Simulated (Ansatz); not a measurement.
**Worked example: correlation energy of C$_{2}$H$_{2}$O, singlet**

Geometry: MP2(full)/6-31G*, from the G2/97 set.

```yaml
atoms:
  - { symbol: C, position_ang: [0.0000, 0.0000, -1.3018] }
  - { symbol: C, position_ang: [0.0000, 0.0000, 0.0165] }
  - { symbol: H, position_ang: [0.0000, 0.9388, -1.8357] }
  - { symbol: H, position_ang: [0.0000, -0.9388, -1.8357] }
  - { symbol: O, position_ang: [0.0000, 0.0000, 1.1962] }
```

Basis 6-31G* (Cartesian d functions); Ansatz 0.2.0. Only valence electrons are correlated (noble-gas cores frozen), which leaves 16 electrons in 46 orbitals. R marks a restricted (for open shells ROHF) determinant.

Full CI isn't at hand for all of this; RCCSDT(Q) serves as the reference, and is uncertain by about the last step of the cluster series.

Runs differ by some tens of microhartree through their thresholds, so steps under 0.03 kcal/mol mean nothing.

| level | total energy (hartree) |
| --- | --- |
| RHF | -151.721746 |
| RMP2 | -152.147480 |
| RCCSD | -152.160855 |
| RCCSD(T) | -152.177890 |
| RCCSDT | -152.178696 |
| RCCSDT(Q) | -152.180211 |

What is the correlation energy at RCCSDT(Q), and what share of it do RMP2 and RCCSDT recover?

E(corr) = -152.180211 − (-151.721746) = -0.458465 hartree = -12.475 eV. RMP2: -0.425734 / -0.458465 = 92.86 %. RCCSDT: -0.456950 / -0.458465 = 99.67 %.

By how many kcal/mol does RCCSD(T) miss RCCSDT(Q) (1 hartree = 627.509 kcal/mol), and which steps make up the rest?

-152.177890 − (-152.180211) = 0.002321 hartree = 1.46 kcal/mol. Steps: RCCSDT − RCCSD(T) = -0.51, RCCSDT(Q) − RCCSDT = -0.95 kcal/mol. Differences between like states or geometries often cancel part of this.
